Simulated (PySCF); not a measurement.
# Predicted spectroscopic data

PySCF 2.14 calculation with GFN2-xTB geometry and shielding tensors at PBE0/pcSseg-1 (GIAO); non-relativistic Hamiltonian, fast rotation and ring inversion assumed for equivalent nuclei, in vacuum, single conformer.

References, each an isolated molecule treated in the same way: $^{1}$H (σref 31.72) and $^{13}$C (σref 186.93) vs TMS. Splittings of carbon signals by F and P are missing where no couplings were computed. Where no couplings were computed, multiplicities follow the n + 1 count of equivalent neighbours, and m marks all less simple cases (inequivalent or close neighbours, rings, F or P nearby). Shifts are as computed. Against solution values, carbons near 30 ppm lie about +3 ppm off and those near 130 ppm about +5 ppm. Of 1211 compounds with measured shifts, 218 miss one by over three times the rms of a fit or turn the order of signals round; such compounds aren't used in these exercises.

Compound 1 (C₈H₆N₂). $^{1}$H NMR (600 MHz, computed): δ 9.10 (s, 2H), 8.66 (d, 2H), 8.20 (m, 2H). $^{13}$C{$^{1}$H} NMR (computed): δ 149.6, 147.6, 137.9, 135.8. Structure: `C1=CC=C2C(=C1)N=CC=N2`.

Compound 2 (C₈H₈FOP). $^{1}$H NMR (600 MHz, computed): δ 8.72 (m, 1H), 7.69 (m, 1H), 2.62 (s, 3H), 2.52 (s, 3H). $^{13}$C{$^{1}$H} NMR (computed): δ 212.7, 211.5, 160.5, 150.1, 146.9, 130.0, 34.6, 23.3. Structure: SMILES CC1=C(C(C)=O)C=PC(F)=C1.

Compound 3 (C₆H₆F₃P). $^{1}$H NMR (600 MHz, computed): δ 6.59 (m, 1H), 6.47 (m, 1H), 6.43 (m, 1H), 2.31 (s, 3H). $^{13}$C{$^{1}$H} NMR (computed): δ 140.4, 138.5, 136.4, 119.0, 75.1, 6.2. Structure: `C=CP(C#CC)C(F)(F)F`.
